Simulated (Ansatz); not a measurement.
`O=C(S)CO` and `O=CCO` differ in one atom or group.

Ansatz, PBE0-D4/def2-TZVP geometries, multiplicity 1. Each molecule was computed in one conformer, which needn't be the lowest.

```csv
property,`O=C(S)CO`
HOMO energy (PBE/def2-TZVPP) / eV,-6.51
LUMO energy (ωB97M-V/def2-TZVPP) / eV,1.26
LUMO energy (B3LYP/def2-TZVPP) / eV,-1.27
size of the dipole moment (B3LYP/def2-TZVPP) / D,2.04
HOMO energy (PBE0/def2-TZVPP) / eV,-8.05
HOMO–LUMO gap (PBE/def2-TZVPP) / eV,4.43
```

Task: What does the change do to each property? (An estimate is asked.)

Result: The calculation gave: 
```json
{"property": "HOMO energy (PBE/def2-TZVPP) / eV", "`O=CCO`": "-6.55", "shift": "-0.04"}
{"property": "LUMO energy (ωB97M-V/def2-TZVPP) / eV", "`O=CCO`": "1.25", "shift": "-0.01"}
{"property": "LUMO energy (B3LYP/def2-TZVPP) / eV", "`O=CCO`": "-1.40", "shift": "-0.13"}
{"property": "size of the dipole moment (B3LYP/def2-TZVPP) / D", "`O=CCO`": "2.39", "shift": "0.35"}
{"property": "HOMO energy (PBE0/def2-TZVPP) / eV", "`O=CCO`": "-8.16", "shift": "-0.11"}
{"property": "HOMO–LUMO gap (PBE/def2-TZVPP) / eV", "`O=CCO`": "4.27", "shift": "-0.16"}
```

The zero-point energy changes by -0.4 kJ/mol with -3 modes. Dipoles are sizes alone; their direction can turn.

B3LYP here is the variant with VWN-RPA as its local correlation; programs differ in this.
